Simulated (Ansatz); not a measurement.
in.yaml

```yaml
crystal:
  periodic: [false, false, false]
  atoms:
    - {symbol: Si, position_ang: [0.000000, 0.000000, 1.016675]}
    - {symbol: P, position_ang: [0.000000, 0.000000, -1.042393]}
    - {symbol: H, position_ang: [0.000000, 1.227985, 1.851803]}
    - {symbol: H, position_ang: [0.000000, -1.227985, 1.851803]}
basis:
  gaussian: {orbitals: def2-TZVP}
total_charge: 1
magnetization: {spin_polarized: false}
correlation: {method: ccsd_t, electrons: valence}
scf: {lower_state_search: off}
output: {forces: true}
```

```sh
$ ansatz run in.yaml --threads 1 --pin off --events-out ev --progress --plain --max-ram 2393MiB
```

Log:

```
these checks for a lower state are left out or cut short: starts, cluster_reference, orbital_swaps, neighbouring_geometries, increment
531 factors; integrals over basis functions are off by at most 1.3e-3 eV
mean field evaluation 1: about -17155.1928 eV, gradient 1.2e1 eV
mean field evaluation 2: about -17155.2116 eV, gradient 1.2e1 eV
mean field evaluation 4: about -17156.2532 eV, gradient 1.6e0 eV
mean field evaluation 8: about -17156.2846 eV, gradient 1.5e-1 eV
mean field evaluation 16: about -17156.2849 eV, gradient 2.8e-6 eV
mean field -17156.28485598 eV, -630.4818395099 hartree, gradient 2.8e-6 eV, S^2 0.000000; 0 other end points of the search recorded, 0 dependent functions left out; unrestricted orbitals would lower it
10 core orbitals not correlated: weight in the atoms' cores, before any rotation towards them, 1.000 or more for the frozen orbitals, at most 0.000 for the correlated occupied ones
reference -17156.28485598 eV, -630.4818395099 hartree; 5, 5 occupied and 71, 71 virtual orbitals, 531 factors
second order -5.57195637 eV of doubles, -0.00000000 eV of singles
cycle   1  -6.35622791 eV  change   -7.8e-1 eV  update   8.8e-2
cycle   2  -6.70449643 eV  change   -3.5e-1 eV  update   3.7e-2
cycle   3  -6.76937604 eV  change   -6.5e-2 eV  update   2.0e-2
cycle   4  -6.77057448 eV  change   -1.2e-3 eV  update   9.4e-3
cycle   5  -6.77078193 eV  change   -2.1e-4 eV  update   3.9e-3
cycle   6  -6.77157092 eV  change   -7.9e-4 eV  update   1.8e-3
cycle   7  -6.77181061 eV  change   -2.4e-4 eV  update   7.5e-4
cycle   8  -6.77207270 eV  change   -2.6e-4 eV  update   3.5e-4
cycle   9  -6.77203710 eV  change    3.6e-5 eV  update   1.9e-4
cycle  10  -6.77198739 eV  change    5.0e-5 eV  update   8.9e-5
cycle  11  -6.77203061 eV  change   -4.3e-5 eV  update   3.7e-5
cycle  12  -6.77203528 eV  change   -4.7e-6 eV  update   1.7e-5
cycle  13  -6.77203817 eV  change   -2.9e-6 eV  update   7.2e-6
cycle  14  -6.77202819 eV  change    1.0e-5 eV  update   2.8e-6
cycle  15  -6.77202632 eV  change    1.9e-6 eV  update   8.8e-7
cycle  16  -6.77202655 eV  change   -2.4e-7 eV  update   3.1e-7
perturbative correction -0.31185731 eV, -0.0114605446 hartree
the calculation of the forces begins
Total energy: -17163.36873984 eV, -630.7421674401 hartree
Atom 0 at     0.000000     0.000000     1.016675 Å, force     0.000000    -0.000000     2.038421 eV/Å
Atom 1 at     0.000000     0.000000    -1.042393 Å, force     0.000000    -0.000000    -1.276613 eV/Å
Atom 2 at     0.000000     1.227985     1.851803 Å, force    -0.000000     0.107149    -0.380904 eV/Å
Atom 3 at     0.000000    -1.227985     1.851803 Å, force     0.000000    -0.107149    -0.380904 eV/Å
Dipole moment:    -0.000000    -0.000000     0.212972 e Å
Checks for a lower state left out: starts, cluster_reference, orbital_swaps, neighbouring_geometries, increment
```

Forces (eV/Å):
```
Si   0.000  0.000  2.038
P    0.000  0.000 -1.277
H    0.000  0.107 -0.381
H    0.000 -0.107 -0.381
```

Ran on 1 thread of Arm Neoverse V1, shared host: 6 s wall, 0.26 GiB peak host memory.
